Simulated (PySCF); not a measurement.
## formyl fluoride: calculation against experiment

**Measured values to compare with.**

NIST CCCBDB Release 22 (SRD 101), experimental dipoles lists, for the gas: dipole moment 2.081 D.

The runs below try to reproduce these values; the comparison stands at the end.

Formyl fluoride, CHFO.
Numbering: `[O:1]=[CH:2][F:3]` (hydrogens: H4 on C2)

Cartesian coordinates in Å at the PBE0-D3(BJ)/def2-SVP level; atoms count from 1:
```
atom  x, y, z in Å
O1    -0.8605   -0.8905    0.0440
C2    -0.0611   -0.0263    0.0319
F3     1.2489   -0.2467    0.0106
H4    -0.2535    1.0651    0.0368
```

The PySCF runs (gas phase, on this PBE0-D3(BJ)/def2-SVP geometry; no spin–orbit coupling):

| level | job | basis functions | wall time |
| --- | --- | --- | --- |
| PBE0-D3(BJ)/def2-SVP, grid level 1 | geometry optimisation from a GFN2-xTB start shaken at random | 47 | 1.8 s |

Hardware: an AMD EPYC 9R45 with one thread (shared host).

**Comparison with experiment**

**Dipole moment.** Measured: 2.081 D (NIST CCCBDB Release 22 (SRD 101), experimental dipoles).

```tsv
level	computed (D)	computed − measured (D)	% (from the printed values)
PBE0-D3(BJ)/def2-SVP	2.010	-0.071	-3
```

The computed dipoles belong to one fixed geometry; measured ones are averaged over vibrations unless marked μe. Magnitudes are compared, not signs.

The geometry is computed, not the measured one. Where a level misses, the cause wasn't examined.
